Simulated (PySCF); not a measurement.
**Adding and removing an electron: Cl₂**

RHF-MP2; PySCF, no relativity, basis sets Cl 6-31G(d,p). Neutral (RHF): singlet (closed shell), Re = 2.018 Å, ωe = 541 cm⁻¹, De = 1.79 eV.

Cl₂⁺ (UHF): doublet (π ↑), Re = 1.930 Å, ωe = 600 cm⁻¹, De = 2.88 eV to Cl⁺ + Cl. The energies at the minima are -919.16430 hartree for Cl2 and -918.75248 for Cl₂⁺.

(1) Work out the adiabatic ionisation energy, without and with harmonic zero-point energies (1 hartree = 27.2114 eV, 1 eV = 8065.5 cm⁻¹), and the change of the bond length.

Correlated steps freeze 10 core orbitals. Correlated levels converge slowly with the basis: in double zeta they bind strong bonds too weakly, by up to about 1 eV, and carry superposition errors of some tenths. Where the molecule has an RHF reference, its open-shell atoms are computed with UHF. States were picked by a PBE0 search and need not be the measured ground states.

Neutral and ion stand on different kinds of reference determinant, which adds to the error of the difference.

Answers

(1) At MP2: 0.41182 hartree = 11.206 eV between the minima; the zero-point term (600.0 − 541.0)/2 cm⁻¹ = +0.004 eV makes it 11.210 eV. Re changes by -8.8 pm against the neutral. The electron leaves a π orbital, and the shorter bond of the ion fits an antibonding orbital, or a change in how ionic the bond is.
